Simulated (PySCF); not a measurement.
# Exact simulation of a proton spin system

Molecule: 3-methylisoxazole, C4H5NO.

Geometry:
```json
{"atom": "C1", "x (Å)": "-1.708", "y (Å)": "0.008", "z (Å)": "0.282"}
{"atom": "C2", "x (Å)": "-0.244", "y (Å)": "-0.208", "z (Å)": "0.130"}
{"atom": "C3", "x (Å)": "0.793", "y (Å)": "0.766", "z (Å)": "0.002"}
{"atom": "C4", "x (Å)": "1.916", "y (Å)": "0.008", "z (Å)": "-0.105"}
{"atom": "O5", "x (Å)": "1.600", "y (Å)": "-1.285", "z (Å)": "-0.048"}
{"atom": "N6", "x (Å)": "0.252", "y (Å)": "-1.421", "z (Å)": "0.099"}
{"atom": "H7", "x (Å)": "-1.927", "y (Å)": "0.617", "z (Å)": "1.171"}
{"atom": "H8", "x (Å)": "-2.120", "y (Å)": "0.535", "z (Å)": "-0.592"}
{"atom": "H9", "x (Å)": "-2.218", "y (Å)": "-0.959", "z (Å)": "0.381"}
{"atom": "H10", "x (Å)": "0.706", "y (Å)": "1.849", "z (Å)": "-0.007"}
{"atom": "H11", "x (Å)": "2.973", "y (Å)": "0.239", "z (Å)": "-0.223"}
```

No solvent, one conformer, no relativistic terms, rapidly exchanging positions averaged. GIAO KT2/pcSseg-2 shieldings; coordinates at the PBE0-D3(BJ)/def2-SVP level; spin–spin couplings from B3LYP/pcJ-1 (spin–dipole term only in couplings to heteroatoms); PySCF 2.14.0 with density-fitted response routines.

Shifts are taken against calculated references (same method and geometry level): TMS for 1H (σref 31.18).

The 5-spin Hamiltonian (Zeeman plus full scalar coupling among like nuclei) was diagonalised exactly; lines are Lorentzian, 0.4 Hz wide, and the maxima above 3 % are listed with the tallest set to 100.

Peak list at 500 MHz for the spins H7/H8/H9/H10/H11:
δ in ppm (height): 8.304 (6), 8.303 (14), 8.301 (14), 8.300 (9), 8.299 (14), 8.297 (14), 8.296 (6), 6.183 (6), 6.183 (14), 6.181 (15), 6.181 (7), 6.179 (7), 6.178 (15), 6.178 (14), 6.177 (6), 2.331 (60), 2.330 (100), 2.329 (60)

Q: Extract the chemical shifts and coupling constants behind this pattern (give the signs of the calculation).

A: 
Shifts (ppm): H7/H8/H9 2.33, H10 6.18, H11 8.30.
Couplings (Hz): H7–H8, H7–H9, H8–H9: -15.8; H7–H10, H8–H10, H9–H10: -0.5; H7–H11, H8–H11, H9–H11: 0.6; H10–H11: 2.0.
These are the parameters used. A line list fixes at most the relative signs, and those only where coupling is strong; other parameter sets or atom labellings may fit too, and couplings well below the line width leave little trace. Couplings within a CH3 group never show.

Unscaled 3J(H,H) at this level run about 10 % above measured values.
